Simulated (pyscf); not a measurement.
Optimised with ωB97X-D3(BJ)/def2-SVP in PySCF. Correlated levels are frozen-core, on RHF or UHF. ΔMP2 is the change of the MP2 total energy from the triple- to the quadruple-zeta basis.

**Question.** For •HC=CH₂ (SMILES [CH]=C) + NH₃ (SMILES N) → H₂C=CH₂ (SMILES C=C) + NH₂• (SMILES [NH2]), a hydrogen abstraction (doublet surface; H–N broken, C–H formed), PBE/def2-TZVP gives ΔE‡ = 0.15 eV and ΔE = -0.04 eV (zero: the separated reactants). In which direction and how far do M06-2X/def2-TZVP, ωB97M-D3(BJ)/def2-TZVP, CCSD(T)/def2-TZVPP + ΔMP2(QZVPP) move these?

**Answer.** M06-2X: ΔE‡ = 0.49 eV, ΔE = -0.09 eV; ωB97M-D3(BJ): ΔE‡ = 0.45 eV, ΔE = -0.15 eV; CCSD(T): ΔE‡ = 0.53 eV, ΔE = -0.15 eV. PBE's barrier lies under all of them, by 0.30 to 0.37 eV. Its reaction energy lies over all of them, by 0.05 to 0.11 eV. Low barriers are usual for a GGA, whose delocalisation error favours stretched bonds. One saddle was located; it need not be the lowest between these sides. The angle at the transferred H is 161°. The CCSD(T) − MP2 part came from Ansatz, without density fitting, on the same reference. A UHF reference is spin-contaminated (<S²> up to 0.96), which harms MP2 most.
